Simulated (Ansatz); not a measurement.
in.yaml

```yaml
crystal:
  periodic: [false, false, false]
  atoms:
    - {symbol: Br, position_ang: [0.000000, 0.000000, 0.000000]}
    - {symbol: Be, position_ang: [0.000000, 0.000000, 2.164600]}
basis:
  gaussian: {orbitals: def2-mTZVP}
total_charge: -1
magnetization: {spin_polarized: true, initial_magnetization: 0}
correlation: {method: mp2, electrons: outside_noble_gas}
```

```sh
$ ansatz run in.yaml --threads 1 --pin off --events-out ev --progress --plain --max-ram 2393MiB
```

Task: Roughly how long does this take on 1 thread of Intel Xeon, shared host, and how much host memory?

Result: 4.8 s wall and 0.18 GiB.

```
465 factors; integrals over basis functions are off by at most 2.9e-4 eV
mean field evaluation 1: about -70397.5778 eV, gradient 9.8e0 eV
mean field evaluation 2: about -70397.5808 eV, gradient 9.8e0 eV
mean field evaluation 4: about -70398.0860 eV, gradient 7.4e-1 eV
mean field evaluation 8: about -70398.0996 eV, gradient 1.3e-2 eV
mean field evaluation 16: about -70398.1260 eV, gradient 4.0e-2 eV
mean field evaluation 32: about -70398.0996 eV, gradient 2.1e-6 eV
mean field -70398.12605155 eV, -2587.0834148310 hartree, gradient 2.7e-6 eV, S^2 0.235432; 4 other end points of the search recorded, 0 dependent functions left out
15 core orbitals not correlated: weight in the atoms' cores, before any rotation towards them, 1.000 or more for the frozen orbitals, at most 0.000 for the correlated occupied ones
reference -70398.12605155 eV, -2587.0834148310 hartree; 5, 5 occupied and 27, 27 virtual orbitals, 465 factors
second order -4.25301596 eV of doubles, -0.00000000 eV of singles
Total energy: -70402.37906751 eV, -2587.2397102847 hartree
```
